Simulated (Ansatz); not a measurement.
## Nudged elastic band run: C$_{2}$H$_{6}$Si

The input (input.yaml):

```yaml
crystal:
  periodic: [false, false, false]
  atoms:
    - { symbol: C, position_ang: [-0.511511, 1.078858, -0.806141] }
    - { symbol: Si, position_ang: [0.926683, -0.183881, -0.913611] }
    - { symbol: C, position_ang: [0.593385, -1.105288, 0.734296] }
    - { symbol: H, position_ang: [-1.479921, 0.565552, -0.745864] }
    - { symbol: H, position_ang: [-0.54704, 1.758153, -1.658437] }
    - { symbol: H, position_ang: [-0.433602, 1.687422, 0.104203] }
    - { symbol: H, position_ang: [-0.435404, -1.482826, 0.786148] }
    - { symbol: H, position_ang: [1.269133, -1.945282, 0.897759] }
    - { symbol: H, position_ang: [0.706777, -0.419009, 1.584348] }
magnetization:
  spin_polarized: true
basis:
  gaussian: { orbitals: def2-mTZVP }
hamiltonian:
  xc: b3lyp
neb:
  order_check: false
  images: 9
  f_tol: 0.03
  max_iterations: 60
  final_atoms:
    - { symbol: C, position_ang: [-0.2733187, 1.61588201, -0.64651455] }
    - { symbol: Si, position_ang: [-0.285499, -0.08983789, -0.57376097] }
    - { symbol: C, position_ang: [0.40806821, -1.11099524, 0.83575665] }
    - { symbol: H, position_ang: [-0.87834562, -0.88124023, -1.67367288] }
    - { symbol: H, position_ang: [-0.69089041, 2.15505188, -1.48819027] }
    - { symbol: H, position_ang: [0.1474758, 2.23947442, 0.13324097] }
    - { symbol: H, position_ang: [-0.36805781, -1.71729701, 1.3088911] }
    - { symbol: H, position_ang: [1.18657128, -1.79410528, 0.48820548] }
    - { symbol: H, position_ang: [0.84249625, -0.46323365, 1.59874546] }
  initial_path:
    images:
      - { positions_ang: [[-0.511511, 1.078858, -0.806141], [0.926683, -0.183881, -0.913611], [0.593385, -1.105288, 0.734296], [-1.479921, 0.565552, -0.745864], [-0.54704, 1.758153, -1.658437], [-0.433602, 1.687422, 0.104203], [-0.435404, -1.482826, 0.786148], [1.269133, -1.945282, 0.897759], [0.706777, -0.419009, 1.584348]] }
      - { positions_ang: [[-0.53703535, 1.11688777, -0.75248912], [0.81361935, -0.18453985, -0.87825131], [0.57741736, -1.11077129, 0.75283757], [-1.37643954, 0.47886903, -0.95417444], [-0.59299934, 1.77823511, -1.62670582], [-0.39756009, 1.75420142, 0.12312421], [-0.42761845, -1.48194543, 0.86925187], [1.25737882, -1.95917733, 0.85132701], [0.77173726, -0.43806042, 1.59778104]] }
      - { positions_ang: [[-0.5625597, 1.15491754, -0.69883724], [0.7005557, -0.1851987, -0.84289162], [0.56144971, -1.11625458, 0.77137914], [-1.27295809, 0.39218605, -1.16248488], [-0.63895869, 1.79831723, -1.59497464], [-0.36151818, 1.82098083, 0.14204542], [-0.41983291, -1.48106486, 0.95235573], [1.24562463, -1.97307267, 0.80489501], [0.83669751, -0.45711184, 1.61121408]] }
      - { positions_ang: [[-0.58808404, 1.19294731, -0.64518535], [0.58749206, -0.18585755, -0.80753194], [0.54548207, -1.12173787, 0.78992071], [-1.16947663, 0.30550308, -1.37079532], [-0.68491803, 1.81839934, -1.56324346], [-0.32547627, 1.88776025, 0.16096663], [-0.41204736, -1.48018429, 1.0354596], [1.23387045, -1.986968, 0.75846302], [0.90165777, -0.47616327, 1.62464712]] }
      - { positions_ang: [[-0.61360839, 1.23097709, -0.59153347], [0.47442841, -0.18651641, -0.77217225], [0.52951443, -1.12722116, 0.80846228], [-1.06599517, 0.2188201, -1.57910576], [-0.73087737, 1.83848146, -1.53151228], [-0.28943436, 1.95453967, 0.17988783], [-0.40426182, -1.47930372, 1.11856347], [1.22211626, -2.00086333, 0.71203103], [0.96661802, -0.49521469, 1.63808016]] }
      - { positions_ang: [[-0.63913274, 1.26900686, -0.53788159], [0.36136476, -0.18717526, -0.73681256], [0.51354678, -1.13270445, 0.82700385], [-0.96251372, 0.13213713, -1.78741621], [-0.77683672, 1.85856357, -1.4997811], [-0.25339245, 2.02131908, 0.19880904], [-0.39647627, -1.47842315, 1.20166734], [1.21036208, -2.01475867, 0.66559904], [1.03157828, -0.51426611, 1.6515132]] }
      - { positions_ang: [[-0.56596993, 1.33838189, -0.55960818], [0.23199201, -0.16770778, -0.70420224], [0.49245107, -1.12836261, 0.82875441], [-0.9456801, -0.07053834, -1.76466754], [-0.75964746, 1.91786123, -1.49746294], [-0.1732188, 2.06495015, 0.18569543], [-0.39079258, -1.52619792, 1.22311209], [1.20560392, -1.97062799, 0.63012032], [0.99376187, -0.50405962, 1.64095965]] }
      - { positions_ang: [[-0.49280712, 1.40775692, -0.58133477], [0.10261925, -0.14824031, -0.67159192], [0.47135535, -1.12402077, 0.83050497], [-0.92884648, -0.27321382, -1.74191887], [-0.7424582, 1.97715889, -1.49514477], [-0.09304515, 2.10858122, 0.17258182], [-0.38510888, -1.57397269, 1.24455684], [1.20084576, -1.92649731, 0.59464161], [0.95594547, -0.49385313, 1.63040611]] }
      - { positions_ang: [[-0.41964431, 1.47713195, -0.60306136], [-0.0267535, -0.12877284, -0.63898161], [0.45025964, -1.11967893, 0.83225553], [-0.91201286, -0.47588929, -1.71917021], [-0.72526893, 2.03645655, -1.49282661], [-0.0128715, 2.15221228, 0.1594682], [-0.37942519, -1.62174746, 1.26600159], [1.1960876, -1.88236664, 0.5591629], [0.91812906, -0.48364664, 1.61985256]] }
      - { positions_ang: [[-0.3464815, 1.54650698, -0.62478796], [-0.15612625, -0.10930537, -0.60637129], [0.42916392, -1.11533709, 0.83400609], [-0.89517924, -0.67856476, -1.69642154], [-0.70807967, 2.09575421, -1.49050844], [0.06730215, 2.19584335, 0.14635459], [-0.3737415, -1.66952224, 1.28744635], [1.19132944, -1.83823596, 0.52368419], [0.88031266, -0.47344014, 1.60929901]] }
      - { positions_ang: [[-0.2733187, 1.61588201, -0.64651455], [-0.285499, -0.08983789, -0.57376097], [0.40806821, -1.11099524, 0.83575665], [-0.87834562, -0.88124023, -1.67367288], [-0.69089041, 2.15505188, -1.48819027], [0.1474758, 2.23947442, 0.13324097], [-0.36805781, -1.71729701, 1.3088911], [1.18657128, -1.79410528, 0.48820548], [0.84249625, -0.46323365, 1.59874546]] }
```

Command:

```bash
$ ansatz run input.yaml --threads 2 --pin off --max-ram 3072MiB --backend cpu --events-out ev --progress --plain --runs-dir out
```

Output, in part (warnings, iteration lines, the closing report on the highest movable image, with atoms numbered from 0):

```
NEB end point (image 0): max|allowed force component| = 1.893e-2 eV/Å (the criterion of neb.relax_end_points is 1.000e-2)
NEB end point (image 10): max|allowed force component| = 1.426e-2 eV/Å (the criterion of neb.relax_end_points is 1.000e-2)
NEB iter   1: max|band force component| = 3.595e0 eV/Å  barrier→ = 3.3031 eV  barrier← = 3.3279 eV  Δτ_max = 0.2000 Å  (498 SCF iters)
NEB iter   2: max|band force component| = 2.623e0 eV/Å  barrier→ = 2.0796 eV  barrier← = 2.1045 eV  Δτ_max = 0.2000 Å  (328 SCF iters)
NEB iter   3: max|band force component| = 1.441e0 eV/Å  barrier→ = 1.7010 eV  barrier← = 1.7259 eV  Δτ_max = 0.1956 Å  (324 SCF iters)
NEB iter   4: max|band force component| = 3.402e0 eV/Å  barrier→ = 2.3036 eV  barrier← = 2.3284 eV  Δτ_max = 0.1018 Å  (341 SCF iters)
NEB iter   5: max|band force component| = 1.757e0 eV/Å  barrier→ = 1.7892 eV  barrier← = 1.8140 eV  Δτ_max = 0.1730 Å  (336 SCF iters)
NEB iter   6: max|band force component| = 1.077e0 eV/Å  barrier→ = 1.7749 eV  barrier← = 1.7997 eV  Δτ_max = 0.1078 Å  (429 SCF iters)
NEB iter   7: max|band force component| = 3.936e-1 eV/Å  barrier→ = 1.7067 eV  barrier← = 1.7315 eV  CI = image 5  Δτ_max = 0.0679 Å  (369 SCF iters)
NEB iter   8: max|band force component| = 3.285e-1 eV/Å  barrier→ = 1.7226 eV  barrier← = 1.7474 eV  CI = image 5  Δτ_max = 0.0343 Å  (354 SCF iters)
NEB iter   9: max|band force component| = 1.923e-1 eV/Å  barrier→ = 1.7118 eV  barrier← = 1.7367 eV  CI = image 5  Δτ_max = 0.0535 Å  (337 SCF iters)
NEB iter  10: max|band force component| = 6.558e-2 eV/Å  barrier→ = 1.7083 eV  barrier← = 1.7332 eV  CI = image 5  Δτ_max = 0.0210 Å  (343 SCF iters)
NEB iter  11: max|band force component| = 2.753e-2 eV/Å  barrier→ = 1.7082 eV  barrier← = 1.7330 eV  CI = image 5  Δτ_max = 0.0000 Å  (720 SCF iters)
Total energy: -10047.88651294 eV, -369.2530186483 hartree
Atom 0 at    -0.358046     1.349158    -0.618696 Å, force     0.019983    -0.021569    -0.020144 eV/Å
Atom 1 at     0.477662    -0.210202    -0.933545 Å, force    -0.015596     0.006559     0.001287 eV/Å
Atom 2 at     0.549909    -1.093182     0.763007 Å, force     0.005761     0.005442     0.010770 eV/Å
Atom 3 at    -1.014503    -0.055694    -1.436074 Å, force     0.002347    -0.000653     0.001546 eV/Å
Atom 4 at    -0.618337     1.968572    -1.473518 Å, force    -0.005296     0.009007     0.009628 eV/Å
Atom 5 at    -0.652721     1.804155     0.330371 Å, force    -0.003897     0.001857     0.003775 eV/Å
Atom 6 at    -0.449952    -1.294395     1.156520 Å, force    -0.003068    -0.001169    -0.005683 eV/Å
Atom 7 at     1.079457    -2.044720     0.701584 Å, force     0.001018     0.002500    -0.001738 eV/Å
Atom 8 at     1.075031    -0.469991     1.493051 Å, force    -0.001251    -0.001972     0.000558 eV/Å
Dipole moment:    -0.111304     0.158006     0.199943 e Å
```

The forces met the threshold. A structure lower than the first end lies on the path between it and the top, so the climb from that side starts below the end, which may itself be a saddle point or a shallow side well. A vibrational analysis at the climbing image gives one clearly imaginary mode, 1128i cm⁻¹: a first-order saddle point. The orbitals were unrestricted but ended closed-shell.

Final band (atoms are numbered from 1 in the order of the input):

```tsv
image	path coordinate (Å)	energy (eV)	C1–H4 (Å)	Si2–H4 (Å)
0	0.00	0.00	1.10	2.53
1	0.39	0.00	1.10	2.50
2	0.78	0.00	1.10	2.47
3	1.17	0.20	1.13	2.08
4	1.57	1.05	1.35	1.74
5	1.96	1.71	1.75	1.58
6	2.38	1.26	2.12	1.50
7	2.80	0.58	2.43	1.47
8	3.23	0.11	2.66	1.47
9	3.65	-0.02	2.76	1.48
10	4.07	-0.02	2.77	1.48
```

Run time: 2.5 min on 2 threads of INTEL(R) XEON(R) PLATINUM 8581C CPU @ 2.30GHz (Emerald Rapids) (shared host), peak memory 0.23 GiB.
